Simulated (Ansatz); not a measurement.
Compare A (`FC(F)C1CO1`) with its isomer B (`C=C(O)C(F)F`).

Gas-phase electronic energies from Ansatz, PBE0-D4/def2-TZVP geometries. CCSD(T)/CBS adds triple-zeta CCSD(T) − MP2 to the extrapolated MP2 energy (def2 sets, frozen cores). Functionals use def2-TZVPP. B3LYP here is the variant with VWN-RPA as its local correlation; programs differ in this. One conformer a species, not always the lowest.

(1) Which is lower in electronic energy at CCSD(T)/CBS, and by how much? (Estimate.)

(2) Give E(B) − E(A) in kcal/mol with MP2/def2-TZVPP, B3LYP-D4, PBE-D4, B3LYP, PBE0-D4, HF/def2-TZVPP, ωB97M-V. (Best estimate.)

Largest T1 diagnostic: 0.012.

Results:

(1) Ansatz gave: B, by 15.8 kcal/mol.

(2) Computed: MP2/def2-TZVPP -14.0, B3LYP-D4 -17.3, PBE-D4 -14.5, B3LYP -16.9, PBE0-D4 -13.5, HF/def2-TZVPP -16.0, ωB97M-V -15.0. None reverses the order clearly.

From PBE to PBE0 (25 % exact exchange), in def2-TZVPP and without D4, E(B) − E(A) moves by +0.9 kcal/mol. In def2-TZVPP, CCSD(T) changes the Hartree–Fock value by +0.9 kcal/mol (the triples alone add −0.4 kcal/mol) and MP2 by +2.0 kcal/mol.
